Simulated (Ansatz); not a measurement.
## Molecular dynamics of C5H10O

The input (input.yaml):

```yaml
crystal:
  periodic: [false, false, false]
  atoms:
    - { symbol: C, position_ang: [-1.453103, -1.490333, 0.546333] }
    - { symbol: C, position_ang: [-0.868073, -0.792742, -0.44315] }
    - { symbol: C, position_ang: [0.4842, -0.058969, -0.373164] }
    - { symbol: C, position_ang: [1.346082, -0.447882, 0.8647] }
    - { symbol: C, position_ang: [0.264687, 1.524585, -0.391131] }
    - { symbol: O, position_ang: [-0.392456, 2.043138, -1.595385] }
    - { symbol: H, position_ang: [-0.985204, -1.619434, 1.534701] }
    - { symbol: H, position_ang: [-2.433285, -1.97316, 0.407329] }
    - { symbol: H, position_ang: [-1.386132, -0.710501, -1.4184] }
    - { symbol: H, position_ang: [1.052113, -0.312932, -1.297542] }
    - { symbol: H, position_ang: [0.850548, -0.139707, 1.804218] }
    - { symbol: H, position_ang: [2.33057, 0.053719, 0.812598] }
    - { symbol: H, position_ang: [1.511481, -1.540818, 0.898167] }
    - { symbol: H, position_ang: [-0.274738, 1.805638, 0.551975] }
    - { symbol: H, position_ang: [1.269005, 2.008883, -0.363917] }
    - { symbol: H, position_ang: [-1.338596, 1.627914, -1.492931] }
basis:
  gaussian: { orbitals: STO-3G }
hamiltonian:
  xc: pbe
md:
  timestep: 0.5
  n_steps: 500
  ensemble: nvt_langevin
  temperature: 300.0
  initial_velocities: maxwell_boltzmann
  seed: 376817
  friction: 0.5
scf:
  lower_state_search: "off"
```

Run as:

```bash
$ ansatz run input.yaml --threads 1 --pin off --max-ram 2048MiB --backend cpu --events-out ev --progress --plain --runs-dir out
```

It starts from a relaxed structure.

Output, in part (step lines, the closing report, with atoms numbered from 0):

```
md step     0: t =     0.00 fs  T =   281.2 K  F+E_penalty+E_count = -7291.81437393 eV  E_kin = 0.581670 eV  (14 SCF iters)
md step     1: t =     0.50 fs  T =   303.4 K  F+E_penalty+E_count = -7291.79887158 eV  E_kin = 0.627550 eV  (20 SCF iters)
md step     2: t =     1.00 fs  T =   242.6 K  F+E_penalty+E_count = -7291.75226667 eV  E_kin = 0.501825 eV  (20 SCF iters)
md step     3: t =     1.50 fs  T =   233.6 K  F+E_penalty+E_count = -7291.69527459 eV  E_kin = 0.483135 eV  (20 SCF iters)
md step     4: t =     2.00 fs  T =   230.9 K  F+E_penalty+E_count = -7291.65665609 eV  E_kin = 0.477457 eV  (20 SCF iters)
md step     5: t =     2.50 fs  T =   252.9 K  F+E_penalty+E_count = -7291.63946275 eV  E_kin = 0.523004 eV  (20 SCF iters)
md step     6: t =     3.00 fs  T =   321.7 K  F+E_penalty+E_count = -7291.62253756 eV  E_kin = 0.665344 eV  (20 SCF iters)
md step     7: t =     3.50 fs  T =   234.5 K  F+E_penalty+E_count = -7291.58881371 eV  E_kin = 0.484932 eV  (20 SCF iters)
[... lines left out ...]
md step   497: t =   248.50 fs  T =   299.2 K  F+E_penalty+E_count = -7291.25402121 eV  E_kin = 0.618745 eV  (20 SCF iters)
md step   498: t =   249.00 fs  T =   348.0 K  F+E_penalty+E_count = -7291.25127636 eV  E_kin = 0.719662 eV  (20 SCF iters)
md step   499: t =   249.50 fs  T =   412.9 K  F+E_penalty+E_count = -7291.28147151 eV  E_kin = 0.853993 eV  (20 SCF iters)
md step   500: t =   250.00 fs  T =   400.0 K  F+E_penalty+E_count = -7291.31738109 eV  E_kin = 0.827232 eV  (20 SCF iters)
Total energy: -7291.31740823 eV, -267.9509725200 hartree
Atom 0 at    -1.465096    -1.431983     0.607646 Å, force     0.026781     0.881726    -1.526214 eV/Å
Atom 1 at    -0.936297    -0.834915    -0.492616 Å, force     0.221352    -0.715662    -0.217968 eV/Å
Atom 2 at     0.439382    -0.134566    -0.458225 Å, force    -1.295092    -0.060854     1.083418 eV/Å
Atom 3 at     1.296576    -0.525226     0.765024 Å, force     2.151886     0.292707     1.466521 eV/Å
Atom 4 at     0.137463     1.425675    -0.379824 Å, force     2.196043     1.183485    -0.382699 eV/Å
Atom 5 at    -0.566595     2.071281    -1.520242 Å, force    -0.138307    -0.870318     0.727959 eV/Å
Atom 6 at    -0.953656    -1.359653     1.560737 Å, force     0.382700    -0.121857     0.577848 eV/Å
Atom 7 at    -2.444347    -1.903757     0.627429 Å, force    -0.537885    -0.295218    -0.137639 eV/Å
Atom 8 at    -1.375604    -0.814042    -1.534042 Å, force    -0.214347    -0.314870     1.040520 eV/Å
Atom 9 at     1.014341    -0.358871    -1.350238 Å, force     0.317166    -0.172388    -1.088428 eV/Å
Atom 10 at     1.015791     0.024972     1.685645 Å, force    -0.855561    -0.380116     0.041858 eV/Å
Atom 11 at     2.318310    -0.086324     0.641909 Å, force    -0.118449    -0.431860    -0.541832 eV/Å
Atom 12 at     1.468685    -1.617557     1.045246 Å, force    -0.721176     1.052095    -0.786360 eV/Å
Atom 13 at    -0.275973     1.629519     0.618144 Å, force    -1.177975    -0.068359     0.549218 eV/Å
Atom 14 at     1.153784     1.944572    -0.259385 Å, force    -0.801346    -0.321158    -0.845623 eV/Å
Atom 15 at    -1.483493     1.548455    -1.493846 Å, force     0.564208     0.342647     0.039422 eV/Å
Dipole moment:    -0.050722    -0.130458     0.138586 e Å
```

The steps, from the saved trajectory:

| time (fs) | T (K) | potential energy less start (eV) |
| --- | --- | --- |
| 0.0 | 281 | 0.000 |
| 8.0 | 275 | 0.405 |
| 16.0 | 337 | 0.386 |
| 24.0 | 309 | 0.540 |
| 32.0 | 295 | 0.619 |
| 40.0 | 266 | 0.854 |
| 48.0 | 364 | 0.568 |
| 56.0 | 226 | 0.371 |
| 64.0 | 279 | 0.629 |
| 72.0 | 372 | 0.523 |
| 80.0 | 363 | 0.529 |
| 88.0 | 280 | 0.512 |
| 96.0 | 278 | 0.559 |
| 104.0 | 371 | 0.593 |
| 112.0 | 267 | 0.548 |
| 120.0 | 311 | 0.585 |
| 128.0 | 202 | 0.437 |
| 136.0 | 210 | 0.423 |
| 144.0 | 295 | 0.493 |
| 152.0 | 271 | 0.475 |
| 160.0 | 325 | 0.469 |
| 168.0 | 300 | 0.301 |
| 176.0 | 348 | 0.680 |
| 184.0 | 277 | 0.723 |
| 192.0 | 395 | 0.796 |
| 200.0 | 400 | 0.387 |
| 208.0 | 247 | 0.419 |
| 216.0 | 329 | 0.544 |
| 224.0 | 327 | 0.443 |
| 232.0 | 229 | 0.318 |
| 240.0 | 324 | 0.404 |
| 248.0 | 238 | 0.528 |

All steps were run. A run of 0.25 ps of so small a system gives no equilibrium averages. The friction is so strong that the motion is overdamped, so the time scale means little. Limits of this set-up: minimal basis.

The same pairs are bonded in the first frame and the last. Pairs count as bonded within 1.25 times the sum of covalent radii (0.12 Å more for H–H).

Last frame:

```xyz
16
Properties=species:S:1:pos:R:3
C -1.465 -1.432 0.608
C -0.936 -0.835 -0.493
C 0.439 -0.135 -0.458
C 1.297 -0.525 0.765
C 0.138 1.426 -0.380
O -0.567 2.071 -1.520
H -0.954 -1.360 1.561
H -2.444 -1.904 0.627
H -1.376 -0.814 -1.534
H 1.014 -0.359 -1.350
H 1.016 0.025 1.686
H 2.318 -0.086 0.642
H 1.469 -1.618 1.045
H -0.276 1.629 0.618
H 1.154 1.945 -0.259
H -1.484 1.548 -1.494
```

Time of the run: 12 min on 1 CPU thread of a shared host.
